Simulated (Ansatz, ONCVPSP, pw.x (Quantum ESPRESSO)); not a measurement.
## pw.x on sc O: one setting changed

Potential: optimised norm-conserving Vanderbilt (ONCV), ONCVPSP 4.0.1, PBEsol; core [He], reference 2s2 2p4; waves: 2s: rc 0.70 bohr, ncon 4, nbas 9, qcut 10.5 1/bohr, local; 2p: rc 2.05 bohr, ncon 4, nbas 8, qcut 5.2 1/bohr, 2 projectors, debl 3.2 Ha; d scattering state at 0.02 Ha: rc 1.70 bohr, ncon 4, nbas 8, qcut 5.1 1/bohr, 1 projector; local part: the s channel; core correction: Teter function, fcfact 2.25, rcfact 1.8.

The reference run (k-mesh 17³, cutoffs 125/500 Ry, Fermi–Dirac 0.01 Ry, mixing_beta 0.4, conv_thr 1e-9, no spin) gives 0.87 GPa at 7.565 Å³/atom, where all-electron LAPW gives 0.20 GPa. This run, with its own iteration cap, changes degauss to 0.02.

```
&control
  calculation='scf', prefix='x', pseudo_dir='./', outdir='./tmp', tstress=.true., disk_io='none'
/
&system
  ibrav=0, nat=1, ntyp=1, ecutwfc=125, ecutrho=500, nbnd=10,
  occupations='smearing', smearing='fd', degauss=0.02
/
&electrons
  conv_thr=1e-09, mixing_beta=0.4, electron_maxstep=60
/
ATOMIC_SPECIES
O 1.0 O.UPF
CELL_PARAMETERS angstrom
  1.96307237 0.00000000 0.00000000
  0.00000000 1.96307237 0.00000000
  0.00000000 0.00000000 1.96307237
ATOMIC_POSITIONS crystal
O 0.0000 0.0000 0.0000
K_POINTS automatic
17 17 17 0 0 0
```

```bash
pw.x < O.scf.in > O.scf.out
```

Problem. How does the run end?

Solution. It converges in 5 iterations; the free energy moves by -52.7 meV/atom and the pressure by +1.15 GPa. In a metal, with Fermi–Dirac smearing, F lies below its zero-width value by a term in the square of the width.

```
Message from routine setup:
     using ibrav=0 with symmetry is DISCOURAGED, use correct ibrav instead
     lattice parameter (alat)  =       3.7097  a.u.
     unit-cell volume          =      51.0512 (a.u.)^3
     number of electrons       =         6.00
     number of Kohn-Sham states=           10
     kinetic-energy cutoff     =     125.0000  Ry
     charge density cutoff     =     500.0000  Ry
     scf convergence threshold =      1.0E-09
     Exchange-correlation= PBESOL
     number of k points=   165  Fermi-Dirac smearing, width (Ry)=  0.0200
     iteration #  1     ecut=   125.00 Ry     beta= 0.40
     total energy              =     -30.94530286 Ry
     estimated scf accuracy    <       0.00040375 Ry
     iteration #  2     ecut=   125.00 Ry     beta= 0.40
     total energy              =     -30.94539486 Ry
     estimated scf accuracy    <       0.00015237 Ry
     iteration #  3     ecut=   125.00 Ry     beta= 0.40
     total energy              =     -30.94540052 Ry
     estimated scf accuracy    <       0.00000003 Ry
     iteration #  4     ecut=   125.00 Ry     beta= 0.40
     total energy              =     -30.94540058 Ry
     estimated scf accuracy    <          9.2E-09 Ry
     iteration #  5     ecut=   125.00 Ry     beta= 0.40
     the Fermi energy is     6.9768 ev
!    total energy              =     -30.94540058 Ry
     estimated scf accuracy    <          4.4E-10 Ry
     smearing contrib. (-TS)   =      -0.01017313 Ry
     The total energy is F=E-TS. E is the sum of the following terms:
     one-electron contribution =      -0.35539052 Ry
     hartree contribution      =       4.05632156 Ry
     xc contribution           =      -7.10197543 Ry
     ewald contribution        =     -27.53418306 Ry
     convergence has been achieved in   5 iterations
          total   stress  (Ry/bohr**3)                   (kbar)     P=       20.24
     Message from routine punch:
     Nothing written, as per user request (disk_io='none')
```

The run took about 14 s on one core of a shared host (Intel(R) Xeon(R) Platinum 8375C CPU @ 2.90GHz, 96 threads, 744 GiB, load 33).
